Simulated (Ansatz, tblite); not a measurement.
# The cluster CGe₂: a ladder of methods and basis sets

Aim: run the singlet of the cluster CGe₂ at one geometry on many levels, and compare frontier levels, spin and run time.

Method: as each input shows; program: Ansatz 0.2.0, Gaussian basis.

Levels to be run: GFN1-xTB, GFN2-xTB, PBE-D4/def2-TZVP, r2SCAN-D4/def2-TZVP, HSE06-D4/def2-TZVP, BLYP-D4/def2-TZVP, HF/def2-TZVP, B3LYP-D4/def2-TZVP, ωB97M-V/def2-TZVP, PBE-D4/def2-SVP, PBE0-D4/def2-SVP, HF/STO-3G, HF/6-31G, B3LYP-D4/6-31G, PBE0-D4/def2-TZVPD, PBE-D4/def2-TZVPD, r2SCAN-D4/def2-TZVPD, CCSD(T)/def2-TZVPP, MP2/def2-TZVP, RPA/def2-TZVP.

## (1) The structure

The singlet was relaxed beforehand with r2SCAN-D4/def2-TZVP. At that level it is the lowest of the isomers that a small search found.

3 atoms, charge 0, spin multiplicity 1.

Bond lengths: Ge1–C3 1.779 Å, Ge2–C3 1.779 Å. Angles: Ge1–C3–Ge2 123.9°.

PBE0-D4/def2-TZVP was run before; its log isn't repeated, and its numbers join the tables.

## (2) GFN1-xTB

Tight binding, by tblite at 300 K electronic temperature and without a spin-polarisation term:

```python
tblite.interface.Calculator('GFN1-xTB', numbers, positions, charge=0, uhf=0).singlepoint()
```

Energy -144.1418 eV, HOMO -9.81 eV, LUMO -7.91 eV; 0.002 s.

## (3) GFN2-xTB

Tight binding, by tblite at 300 K electronic temperature and without a spin-polarisation term:

```python
tblite.interface.Calculator('GFN2-xTB', numbers, positions, charge=0, uhf=0).singlepoint()
```

Energy -160.7602 eV, HOMO -8.74 eV, LUMO -6.38 eV; 0.002 s.

## (4) PBE-D4/def2-TZVP

start.molden holds the orbitals of an earlier run on this state, given as this run's starting guess.

in.yaml

```yaml
crystal:
  periodic: [false, false, false]
  atoms:
    - {symbol: Ge, position_ang: [-0.197010, 1.408999, 0.719597]}
    - {symbol: Ge, position_ang: [-0.204160, -1.191319, -1.039727]}
    - {symbol: C, position_ang: [0.401171, -0.217690, 0.320130]}
basis:
  gaussian: {orbitals: def2-TZVP, initial_orbitals: start.molden}
hamiltonian: {xc: pbe, dispersion: d4}
scf: {omitted_lower_state_checks: [starts]}
output: {orbitals: {seedname: orbitals}}
```

Command:

```bash
$ ansatz run in.yaml --threads 4 --pin off --events-out ev --progress --plain --max-ram 3916MiB
```

Further steps of the session: r2SCAN-D4/def2-TZVP; HSE06-D4/def2-TZVP; BLYP-D4/def2-TZVP; HF/def2-TZVP; B3LYP-D4/def2-TZVP; ωB97M-V/def2-TZVP; PBE-D4/def2-SVP; PBE0-D4/def2-SVP; HF/STO-3G; HF/6-31G; B3LYP-D4/6-31G; PBE0-D4/def2-TZVPD; PBE-D4/def2-TZVPD; r2SCAN-D4/def2-TZVPD; CCSD(T)/def2-TZVPP; MP2/def2-TZVP; RPA/def2-TZVP.

Before running them: what should the planned runs give, taken together? Wanted: gap in def2-TZVP, named functionals and Hartree-Fock, smallest and largest; correlation energy, CCSD(T)/def2-TZVPP; correlation energy, MP2/def2-TZVP; binding an atom, CCSD(T)/def2-TZVPP; PBE0 total energy, smallest basis above largest.

The runs gave:

```
                                                                  quantity                            value
gap in def2-TZVP, named functionals and Hartree-Fock, smallest and largest  2.66 eV (BLYP-D4), 9.26 eV (HF)
                                    correlation energy, CCSD(T)/def2-TZVPP                        -17.21 eV
                                         correlation energy, MP2/def2-TZVP                        -16.48 eV
                                       binding an atom, CCSD(T)/def2-TZVPP                         3.155 eV
                           PBE0 total energy, smallest basis above largest  15.36 eV (def2-SVP, def2-TZVPD)
```

**Reading.** Orbital gaps of the named functionals and Hartree-Fock in def2-TZVP span 2.66 eV (BLYP-D4) to 9.26 eV (HF); exact exchange widens it. A small miss in a minimal or small basis is a cancelling of errors, not accuracy. The functionals in def2-TZVP miss CCSD(T)/def2-TZVPP by +0.021 (ωB97M-V) to +0.322 eV (PBE-D4) an atom. CCSD(T)/def2-TZVPP isn't at the basis-set limit; small misses against it rank nothing.
